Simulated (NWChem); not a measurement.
**C2H5B (SMILES BC=C): levels of theory compared**

Aim: a comparison of 5 runs (HF/STO-3G, HF/3-21G, B3LYP/6-31G*, B3LYP/def2-TZVP) of C2H5B. 

Program for the calculation: NWChem 7.3.0.

## 1. The structure to begin with

C2H5B: 8 atoms, total charge 0, spin state singlet. SMILES: `BC=C`. The coordinates come from a PBE0-D4/def2-TZVP relaxation.

Bond lengths: B1–C2 1.534 Å, C2–C3 1.339 Å, B1–H4 1.199 Å, B1–H5 1.197 Å, C2–H6 1.089 Å, C3–H7 1.086 Å, C3–H8 1.087 Å. Angles: B1–C2–C3 120.5°, B1–C2–H6 121.7°, C3–C2–H6 117.7°, C2–B1–H4 118.7°, C2–B1–H5 122.0°, C2–C3–H7 120.6°, C2–C3–H8 123.0°, H4–B1–H5 119.3°, H7–C3–H8 116.4°.

## 2. Energy and forces at HF/STO-3G (run 1)

File run.py:

```python
from ase import Atoms
from ase.calculators.nwchem import NWChem

system = Atoms(['B', 'C', 'C', 'H', 'H', 'H', 'H', 'H'], positions=[
    [-0.619200, 0.876300, -0.693900],
    [0.322000, 0.273500, 0.357500],
    [0.459500, -1.054300, 0.465500],
    [-1.226400, 0.135900, -1.414800],
    [-0.762800, 2.058300, -0.813400],
    [0.897400, 0.899500, 1.037300],
    [-0.092700, -1.722500, -0.189400],
    [1.114300, -1.523800, 1.195500],
])

calc = NWChem(
    label='c2h5b',
    theory='scf',
    memory='2200 mb',
    basis='STO-3G',
    basispar='spherical bse',
    scf={'nopen': '0', 'rhf': None, 'thresh': '1e-08', 'maxiter': '80', 'print': 'low'},
)
system.calc = calc

forces = system.get_forces()
e = system.get_potential_energy()
print(f"E = {e:.6f} eV")
print("forces (eV/A):")
for s, f in zip(system.symbols, forces):
    print(f"{s:2s} {f[0]:10.5f} {f[1]:10.5f} {f[2]:10.5f}")
```

Command:

```sh
$ export ASE_NWCHEM_COMMAND="nwchem PREFIX.nwi > PREFIX.nwo"
$ python run.py
```

The program printed:

```text
E = -2776.228595 eV
forces (eV/A):
B    -0.80692    0.44814   -0.90626
C     0.36551   -1.28308    0.37147
C    -0.17257    1.38901   -0.14671
H     0.59038    0.83093    0.70572
H     0.13195   -1.17073    0.10706
H    -0.15524   -0.10130   -0.18095
H     0.11462   -0.07297    0.12856
H    -0.06772   -0.04006   -0.07888
```

The calculator wrote c2h5b.nwi:

```
title "c2h5b"

permanent_dir c2h5b

scratch_dir c2h5b

start c2h5b

geometry units angstrom nocenter noautosym noautoz
  B  -6.1919999999999997e-01 8.7629999999999997e-01 -6.9389999999999996e-01
  C  3.2200000000000001e-01 2.7350000000000002e-01 3.5749999999999998e-01
  C  4.5950000000000002e-01 -1.0543000000000000e+00 4.6550000000000002e-01
  H  -1.2263999999999999e+00 1.3589999999999999e-01 -1.4148000000000001e+00
  H  -7.6280000000000003e-01 2.0583000000000000e+00 -8.1340000000000001e-01
  H  8.9739999999999998e-01 8.9949999999999997e-01 1.0373000000000001e+00
  H  -9.2700000000000005e-02 -1.7224999999999999e+00 -1.8940000000000001e-01
  H  1.1143000000000001e+00 -1.5238000000000000e+00 1.1955000000000000e+00
end

memory 2200 mb

basis spherical bse noprint
   * library STO-3G
end

scf
  nopen 0
  rhf
  thresh 1e-08
  maxiter 80
  print low
end

task scf gradient
```

c2h5b.nwo:

```text
Northwest Computational Chemistry Package (NWChem) 7.3.0
             --------------------------------------------------------

           Job information
           ---------------

    nwchem branch   = 7.3.0
    use scalapack   = T
    input           = c2h5b.nwi
    prefix          = c2h5b.
    data base       = c2h5b/c2h5b.db
    status          = startup
    nproc           =        1

           Memory information
           ------------------

    heap     =     72089596 doubles =      550.0 Mbytes
    stack    =     72089601 doubles =      550.0 Mbytes
    global   =    144179200 doubles =     1100.0 Mbytes (distinct from heap & stack)
    total    =    288358397 doubles =     2200.0 Mbytes
    verify   = yes
    hardfail = no

           Directory information
           ---------------------

  0 permanent = c2h5b
  0 scratch   = c2h5b

                                NWChem Input Module
                                -------------------

                                       c2h5b
                                       -----

[... 25 lines left out ...]
            Nuclear Dipole moment (a.u.)
[... 52 lines left out ...]
                                       c2h5b

  ao basis        = "ao basis"
  functions       =    20
  atoms           =     8
  closed shells   =    11
  open shells     =     0
  charge          =   0.00
  wavefunction    = RHF
  input vectors   = atomic
  output vectors  = c2h5b/c2h5b.movecs
  use symmetry    = F
  symmetry adapt  = F

 Forming initial guess at       0.0s

 Starting SCF solution at       0.0s

       Final RHF  results
       ------------------

         Total SCF energy =   -102.024519886864
      One-electron energy =   -252.050095144789
      Two-electron energy =     91.938128841792
 Nuclear repulsion energy =     58.087446416132

        Time for solution =      0.4s

                              NWChem Gradients Module
                              -----------------------

                         RHF ENERGY GRADIENTS

    atom               coordinates                        gradient
                 x          y          z           x          y          z
   1 B      -1.170118   1.655967  -1.311281    0.015692  -0.008715   0.017624
   2 C       0.608492   0.516840   0.675577   -0.007108   0.024952  -0.007224
   3 C       0.868329  -1.992338   0.879667    0.003356  -0.027012   0.002853
[... 4 lines of this table left out ...]
   8 H       2.105722  -2.879564   2.259167    0.001317   0.000779   0.001534

 Task  times  cpu:        0.5s     wall:        0.5s
 Total times  cpu:        0.5s     wall:        0.5s
```

Run time: 1.6 s. Hardware: 1 thread of Intel Xeon 6975P-C (Granite Rapids), shared host; peak memory 0.097 GiB.

## 3. Energy and forces at HF/3-21G (run 2)

File mol.nw:

```
start mol
memory 2200 mb

geometry units angstroms noautosym nocenter noautoz
 B    -0.619200    0.876300   -0.693900
 C     0.322000    0.273500    0.357500
 C     0.459500   -1.054300    0.465500
 H    -1.226400    0.135900   -1.414800
 H    -0.762800    2.058300   -0.813400
 H     0.897400    0.899500    1.037300
 H    -0.092700   -1.722500   -0.189400
 H     1.114300   -1.523800    1.195500
end

basis spherical bse
 B library 3-21G
 C library 3-21G
 H library 3-21G
end

scf
 thresh 1e-08
 maxiter 80
 print medium
end

task scf gradient
```

Command:

```sh
$ nwchem mol.nw > mol.out
```

The program printed:

```text
[...]
  functions       =    37
[...]
  wavefunction    = RHF
[...]
         Total SCF energy =   -102.713980623914
      One-electron energy =   -251.678288172715
      Two-electron energy =     90.876861132669
 Nuclear repulsion energy =     58.087446416132
        Time for solution =      0.5s
[...]
                         RHF ENERGY GRADIENTS
    atom               coordinates                        gradient
                 x          y          z           x          y          z
   1 B      -1.170118   1.655967  -1.311281    0.005347  -0.004901   0.005954
   2 C       0.608492   0.516840   0.675577   -0.010001   0.010069  -0.011070
   3 C       0.868329  -1.992338   0.879667    0.000587  -0.001559   0.000631
   4 H      -2.317560   0.256814  -2.673584   -0.001113  -0.002860  -0.001390
   5 H      -1.441483   3.889623  -1.537103    0.000224   0.003304   0.000373
   6 H       1.695840   1.699809   1.960213    0.004541   0.003621   0.005319
   7 H      -0.175178  -3.255053  -0.357914   -0.005102  -0.004028  -0.005977
   8 H       2.105722  -2.879564   2.259167    0.005516  -0.003646   0.006162
[...]
```

It took 1.2 s on 1 thread of Intel Xeon 6975P-C (Granite Rapids), shared host; peak memory 0.099 GiB.

Runs 3 to 4 aren't shown in full; the table further down has their settings and results.

## 4. Energy and gradient at B3LYP/def2-TZVP (run 5)

File run.py:

```python
from ase import Atoms
from ase.calculators.nwchem import NWChem

mol = Atoms(['B', 'C', 'C', 'H', 'H', 'H', 'H', 'H'], positions=[
    [-0.619200, 0.876300, -0.693900],
    [0.322000, 0.273500, 0.357500],
    [0.459500, -1.054300, 0.465500],
    [-1.226400, 0.135900, -1.414800],
    [-0.762800, 2.058300, -0.813400],
    [0.897400, 0.899500, 1.037300],
    [-0.092700, -1.722500, -0.189400],
    [1.114300, -1.523800, 1.195500],
])

calc = NWChem(
    label='job',
    theory='dft',
    memory='2200 mb',
    basis='def2-TZVP',
    basispar='spherical bse',
    dft={'xc': 'b3lyp', 'mult': '1', 'grid': 'fine', 'convergence': 'energy 1e-08', 'iterations': '100', 'mulliken': None},
)
mol.calc = calc

forces = mol.get_forces()
print("Total energy (eV):", round(mol.get_potential_energy(), 6))
print("forces (eV/A):")
for s, f in zip(mol.symbols, forces):
    print(f"{s:2s} {f[0]:10.5f} {f[1]:10.5f} {f[2]:10.5f}")
print("dipole (e A):", mol.get_dipole_moment().round(4))
```

Command:

```sh
$ export ASE_NWCHEM_COMMAND="nwchem PREFIX.nwi > PREFIX.nwo"
$ python run.py
```

The program printed:

```text
Total energy (eV): -2831.921615
forces (eV/A):
B    -0.06896    0.07559   -0.07734
C    -0.00792    0.10110   -0.00427
C     0.03877   -0.16095    0.03764
H     0.04438    0.07626    0.05399
H     0.00818   -0.09364    0.00617
H    -0.02124   -0.01610   -0.02484
H     0.03903    0.01064    0.04515
H    -0.03224    0.00710   -0.03651
dipole (e A): [ 0.1419 -0.1878  0.155 ]
```

The calculator wrote job.nwi:

```
title "job"

permanent_dir job

scratch_dir job

start job

geometry units angstrom nocenter noautosym noautoz
  B  -6.1919999999999997e-01 8.7629999999999997e-01 -6.9389999999999996e-01
  C  3.2200000000000001e-01 2.7350000000000002e-01 3.5749999999999998e-01
  C  4.5950000000000002e-01 -1.0543000000000000e+00 4.6550000000000002e-01
  H  -1.2263999999999999e+00 1.3589999999999999e-01 -1.4148000000000001e+00
  H  -7.6280000000000003e-01 2.0583000000000000e+00 -8.1340000000000001e-01
  H  8.9739999999999998e-01 8.9949999999999997e-01 1.0373000000000001e+00
  H  -9.2700000000000005e-02 -1.7224999999999999e+00 -1.8940000000000001e-01
  H  1.1143000000000001e+00 -1.5238000000000000e+00 1.1955000000000000e+00
end

memory 2200 mb

basis spherical bse noprint
   * library def2-TZVP
end

dft
  xc b3lyp
  mult 1
  grid fine
  convergence energy 1e-08
  iterations 100
  mulliken
end

task dft gradient
```

job.nwo (excerpt; [...] marks lines left out):

```text
[...]
         Total DFT energy =     -104.071200660476
[...]
  wavefunction    = closed shell
                         DFT ENERGY GRADIENTS
    atom               coordinates                        gradient
                 x          y          z           x          y          z
   1 B      -1.170118   1.655967  -1.311281    0.001341  -0.001470   0.001504
   2 C       0.608492   0.516840   0.675577    0.000154  -0.001966   0.000083
   3 C       0.868329  -1.992338   0.879667   -0.000754   0.003130  -0.000732
[... 4 lines of this table left out ...]
   8 H       2.105722  -2.879564   2.259167    0.000627  -0.000138   0.000710
[...]
```

Run time: 31 s. Hardware: 1 thread of Intel Xeon 6975P-C (Granite Rapids), shared host; peak memory 0.13 GiB.

## 5. All runs side by side

```csv
run,level,iteration cap,module,energy (Eh),largest force (eV/Å),wall time
1,HF/STO-3G,80,scf,-102.024520,1.407,1.6 s
2,HF/3-21G,80,scf,-102.713981,0.926,1.2 s
3,B3LYP/6-31G* (spherical functions),100,dft,-104.027179,0.391,14 s
4,B3LYP/6-31G* (Cartesian functions),100,dft,-104.029305,0.372,14 s
5,B3LYP/def2-TZVP,100,dft,-104.071201,0.170,31 s
```

## 6. Results

| quantity | value |
| --- | --- |
| run 5: total energy | -104.07120 Eh |
| run 5: dipole moment | 1.35 D |
| run 5: HOMO energy | -8.27 eV |
| run 5: LUMO energy | -2.29 eV |
| run 5: HOMO–LUMO gap | 5.97 eV |
| run 5: largest force on an atom | 0.170 eV/Å |

In words: Over runs 2, 4, 5 the dipole moment (its size) runs from 1.34 D (HF/3-21G) to 1.39 D (B3LYP/6-31G*). The two ends differ in method and basis. Over runs 2, 4, 5 the HOMO–LUMO gap runs from 5.97 eV (B3LYP/def2-TZVP) to 12.65 eV (HF/3-21G). In run 1 the basis is minimal, so the values are rough. All runs together took 61 s, the longest 31 s.
